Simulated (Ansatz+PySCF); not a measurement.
The numbers below are computed, except where a source is named.
# Several solutions for triplet NH2F

| atom | x (Å) | y (Å) | z (Å) |
| --- | --- | --- | --- |
| N | 0.0000 | 0.0000 | -0.2879 |
| H | 0.0000 | 0.0000 | 2.0151 |
| H | 30.0000 | 0.0000 | -1.2423 |
| F | 30.0000 | 0.0000 | 0.1380 |

Basis set: 6-31G (spherical functions). Charge 0, multiplicity 3.

UHF was run from several starts with Ansatz (development build ahead of 0.2.0) and PySCF 2.14.0.

| run | program | start | converged | energy (hartree) | <S²> |
| --- | --- | --- | --- | --- | --- |
| A | PySCF | guess huckel, instabilities followed | yes | -154.77620 | 3.29 |
| B | Ansatz | search for the lowest state | yes | -154.77619 | 3.29 |
| C | PySCF | guess atom, instabilities followed | yes | -154.77620 | 3.29 |
| D | PySCF | program defaults | yes | -154.62171 | 2.02 |
| E | PySCF | guess 1e, instabilities followed | yes | -154.70617 | 3.26 |
| F | PySCF | guess minao, instabilities followed | yes | -154.77620 | 3.29 |
| G | Ansatz | stability test followed | yes | -154.77619 | 3.29 |
| H | Ansatz | atomic start, no search | yes | -154.77619 | 3.29 |

**Question.** Which runs reached the lowest solution of this kind, and what is wrong with the others?

**Answer.** A, B, C, F, G, H reached the lowest solution found. Converged but too high: D by 4.20 eV, E by 1.91 eV. Convergence only shows a stationary point, and even a stable one can lie too high; stability tests and further starts are what find lower ones. Caution: the unrestricted determinant is a mixture of spin states.
